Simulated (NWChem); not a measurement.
System: CH3S anion

Input file for NWChem:

```
start job
memory heap 200 mb stack 900 mb global 1100 mb
charge -1
geometry units angstroms noautosym nocenter noautoz
  C      0.000000     0.000000    -1.100113
  S      0.000000     0.000000     0.747029
  H      0.724944     0.724944    -1.513369
  H      0.265348    -0.990292    -1.513369
  H     -0.990292     0.265348    -1.513369
end
basis spherical
  C library 6-31g*
  S library 6-31g*
  H library 6-31g*
end
dft
  xc hfexch
  iterations 150
  mulliken
end
task dft energy
esp
  recalculate
  probe 0.07
  range 0.3
  factor 1.0
  spacing 0.02
end
task esp
```

NWChem printed, in part:

```
             Northwest Computational Chemistry Package (NWChem) 7.3.0
             --------------------------------------------------------

                             Geometry "geometry" -> ""
                             -------------------------

 Output coordinates in angstroms (scale by  1.889725989 to convert to a.u.)

  No.       Tag          Charge          X              Y              Z
 ---- ---------------- ---------- -------------- -------------- --------------
    1 C                    6.0000     0.00000000     0.00000000    -1.10011300
    2 S                   16.0000     0.00000000     0.00000000     0.74702900
    3 H                    1.0000     0.72494400     0.72494400    -1.51336900
    4 H                    1.0000     0.26534800    -0.99029200    -1.51336900
    5 H                    1.0000    -0.99029200     0.26534800    -1.51336900

 Effective nuclear repulsion energy (a.u.)      47.2473648242

  xc_inp: hfexch multiplicative factor not found.

                                 NWChem DFT Module
                                 -----------------

 Summary of "ao basis" -> "ao basis" (spherical)
 ------------------------------------------------------------------------------
       Tag                 Description            Shells   Functions and Types
 ---------------- ------------------------------  ------  ---------------------
 C                           6-31g*                  6       14   3s2p1d
 S                           6-31g*                  8       18   4s3p1d
 H                           6-31g*                  2        2   2s

            General Information
            -------------------
          SCF calculation type: DFT
          Wavefunction type:  closed shell.
          No. of atoms     :     5
          No. of electrons :    26
           Alpha electrons :    13
            Beta electrons :    13
          Charge           :    -1
          Spin multiplicity:     1
          Use of symmetry is: off; symmetry adaption is: off
          Maximum number of iterations: 150
          AO basis - number of functions:    38
                     number of shells:    20
          Convergence on energy requested:  1.00D-06
          Convergence on density requested:  1.00D-05
          Convergence on gradient requested:  5.00D-04

              XC Information
              --------------
                     Hartree-Fock (Exact) Exchange  1.000

      Superposition of Atomic Density Guess
      -------------------------------------

 Sum of atomic energies:        -436.61063272

 Renormalizing density from      25.00 to     26

      Non-variational initial energy
      ------------------------------

 Total energy =    -447.762958
 1-e energy   =    -722.802264
 2-e energy   =     227.791941
 HOMO         =       0.117191
 LUMO         =       0.390855

     ---------------------------------------------
      Total Density - Mulliken Population Analysis
     ---------------------------------------------

    Atom       Charge   Shell Charges
 -----------   ------   -------------------------------------------------------
    1 C    6     6.23   2.00  0.63  1.60  0.72  1.26  0.03
    2 S   16    16.90   2.00  2.00  5.94  1.08  2.33  0.81  2.73  0.01
    3 H    1     0.95   0.49  0.47
    4 H    1     0.95   0.49  0.47
    5 H    1     0.95   0.49  0.47

   convergence    iter        energy       DeltaE   RMS-Dens  Diis-err
 ---------------- ----- ----------------- --------- --------- ---------
 d= 0,ls=0.0,diis     1   -436.9848532707 -4.84D+02  2.97D-02  1.05D+00
 d= 0,ls=0.0,diis     2   -437.0930648548 -1.08D-01  7.86D-03  1.42D-01
 d= 0,ls=0.0,diis     3   -437.1119853691 -1.89D-02  1.78D-03  3.24D-03
 d= 0,ls=0.0,diis     4   -437.1125959235 -6.11D-04  7.44D-04  3.47D-04
 d= 0,ls=0.0,diis     5   -437.1126787172 -8.28D-05  3.50D-04  2.46D-05
  Resetting Diis
 d= 0,ls=0.0,diis     6   -437.1126895064 -1.08D-05  1.09D-04  1.64D-06
 d= 0,ls=0.0,diis     7   -437.1126902946 -7.88D-07  7.95D-06  3.74D-08

         Total DFT energy =     -437.112690294602
      One electron energy =     -703.512041987110
           Coulomb energy =      250.637805769362
    Exchange-Corr. energy =      -31.485818901055
 Nuclear repulsion energy =       47.247364824201

 Numeric. integr. density =        0.000000000000

                       DFT Final Molecular Orbital Analysis
                       ------------------------------------

 Vector   11  Occ=2.000000D+00  E=-2.123760D-01
              MO Center= -1.0D-08, -1.0D-08,  1.4D-01, r^2= 2.2D+00
   Bfn.  Coefficient  Atom+Function         Bfn.  Coefficient  Atom+Function
  ----- ------------  ---------------      ----- ------------  ---------------
    23      0.441903  2 S  pz                 5     -0.366972  1 C  pz
    24      0.339997  2 S  s                  9     -0.293830  1 C  pz
     6     -0.236758  1 C  s                 20      0.196052  2 S  s
    19     -0.179924  2 S  pz                27      0.145333  2 S  pz
    16     -0.108094  2 S  s                 34      0.080317  3 H  s

 Vector   12  Occ=2.000000D+00  E=-6.259359D-02
              MO Center= -9.7D-03, -9.7D-03,  6.6D-01, r^2= 1.9D+00
   Bfn.  Coefficient  Atom+Function         Bfn.  Coefficient  Atom+Function
  ----- ------------  ---------------      ----- ------------  ---------------
    21      0.433631  2 S  px                22     -0.433726  2 S  py
    25      0.367959  2 S  px                26     -0.368039  2 S  py
    17     -0.169177  2 S  px                18      0.169214  2 S  py
    36     -0.145012  4 H  s                 38      0.144993  5 H  s
    35     -0.074303  4 H  s                 37      0.074294  5 H  s

 Vector   13  Occ=2.000000D+00  E=-6.259359D-02
              MO Center=  9.7D-03,  9.7D-03,  6.6D-01, r^2= 1.9D+00
   Bfn.  Coefficient  Atom+Function         Bfn.  Coefficient  Atom+Function
  ----- ------------  ---------------      ----- ------------  ---------------
    21      0.433726  2 S  px                22      0.433631  2 S  py
    25      0.368039  2 S  px                26      0.367959  2 S  py
    17     -0.169214  2 S  px                18     -0.169177  2 S  py
    34     -0.167435  3 H  s                 33     -0.085792  3 H  s
    36      0.083701  4 H  s                 38      0.083733  5 H  s

 Vector   14  Occ=0.000000D+00  E= 4.163510D-01
              MO Center= -3.3D-08, -3.3D-08, -7.8D-01, r^2= 4.6D+00
   Bfn.  Coefficient  Atom+Function         Bfn.  Coefficient  Atom+Function
  ----- ------------  ---------------      ----- ------------  ---------------
     6      2.475697  1 C  s                 34     -0.879598  3 H  s
    36     -0.879598  4 H  s                 38     -0.879598  5 H  s
    27      0.792181  2 S  pz                24     -0.575639  2 S  s
    23      0.182596  2 S  pz                 1     -0.154130  1 C  s
     2      0.085180  1 C  s                 19     -0.075799  2 S  pz

 Vector   15  Occ=0.000000D+00  E= 4.929964D-01
              MO Center= -1.9D-06, -1.9D-06, -1.6D-01, r^2= 4.4D+00
   Bfn.  Coefficient  Atom+Function         Bfn.  Coefficient  Atom+Function
  ----- ------------  ---------------      ----- ------------  ---------------
     9      1.307269  1 C  pz                27      1.116383  2 S  pz
    34      0.865178  3 H  s                 36      0.865187  4 H  s
    38      0.865187  5 H  s                  6     -0.776005  1 C  s
    24     -0.615548  2 S  s                  5      0.337078  1 C  pz
    20     -0.337758  2 S  s                 23      0.219721  2 S  pz

 Vector   16  Occ=0.000000D+00  E= 4.951964D-01
              MO Center= -3.4D-01, -3.4D-01, -1.4D+00, r^2= 3.3D+00
   Bfn.  Coefficient  Atom+Function         Bfn.  Coefficient  Atom+Function
  ----- ------------  ---------------      ----- ------------  ---------------
    36      1.579250  4 H  s                 38     -1.579284  5 H  s
     7     -1.045686  1 C  px                 8      1.045648  1 C  py
     3     -0.228185  1 C  px                 4      0.228177  1 C  py
    25      0.213025  2 S  px                26     -0.213017  2 S  py
    35      0.036552  4 H  s                 37     -0.036552  5 H  s

     ---------------------------------------------
      Total Density - Mulliken Population Analysis
     ---------------------------------------------

    Atom       Charge   Shell Charges
 -----------   ------   -------------------------------------------------------
    1 C    6     6.53   2.00  0.64  1.96  0.73  1.15  0.05
    2 S   16    16.76   2.00  2.00  5.98  1.22  2.87  0.72  1.95  0.03
    3 H    1     0.90   0.53  0.37
    4 H    1     0.90   0.53  0.37
    5 H    1     0.90   0.53  0.37

     -------------------------------------------
      Total Density - Lowdin Population Analysis
     -------------------------------------------

    Atom       Charge   Shell Charges
 -----------   ------   -------------------------------------------------------
    1 C    6     6.46   1.99  0.56  1.79  0.48  1.56  0.08
    2 S   16    16.78   2.00  1.99  5.90  1.06  2.80  0.75  2.22  0.04
    3 H    1     0.92   0.51  0.41
    4 H    1     0.92   0.51  0.41
    5 H    1     0.92   0.51  0.41

     Multipole analysis of the density
     ---------------------------------

     L   x y z        total         alpha         beta         nuclear
     -   - - -        -----         -----         ----         -------
     0   0 0 0     -1.000000    -13.000000    -13.000000     25.000000

     1   1 0 0      0.000000      0.000000      0.000000      0.000000
     1   0 1 0      0.000000      0.000000      0.000000      0.000000
     1   0 0 1     -1.348358     -1.441104     -1.441104      1.533851

     2   2 0 0    -19.242114    -12.436183    -12.436183      5.630253
     2   1 1 0     -0.000000      0.000000      0.000000     -0.000001
     2   1 0 1     -0.000000     -0.000000     -0.000000      0.000000
     2   0 2 0    -19.242114    -12.436183    -12.436183      5.630253
     2   0 1 1     -0.000000     -0.000000     -0.000000      0.000000
     2   0 0 2    -20.616578    -51.484778    -51.484778     82.352979

                     NWChem Electrostatic Potential Fit Module
                     -----------------------------------------

 Atom parameters

 Number of atoms is                                    5
 Number of basis functions is                         38

 Grid parameters

 Maximum number of grid points is                  25638
 Number of grid points is                          25637
 Grid range                                     0.300000 nm
 Grid spacing                                   0.020000 nm
 Probe radius                                   0.070000 nm
 Atom radius factor                             1.000000

 Atomic radii

    1    0.100000
    6    0.147000
   16    0.174000
 FASTESP  F
  using M.O. file = ./job.movecs

    Atom              Coordinates                           Charge

                                                  ESP

    1 C     0.000000    0.000000   -0.110011    0.397769
    2 S     0.000000    0.000000    0.074703   -1.066644
    3 H     0.072494    0.072494   -0.151337   -0.111457
    4 H     0.026535   -0.099029   -0.151337   -0.109834
    5 H    -0.099029    0.026535   -0.151337   -0.109834
                                            ------------
                                               -1.000000

 Dipole moment                                  1.535052

 Quadrupole moment Qxx                          2.929464
                   Qyy                          2.929464
                   Qzz                         -5.858929

 RMS deviation kJ/mol                           0.155459

 RRMS %                                         5.641544
```

Level: Hartree-Fock/6-31G* (spherical d). Sets without diffuse functions describe the anion's extra electron poorly. Structure relaxed at the B3LYP/def2-SVPD level.
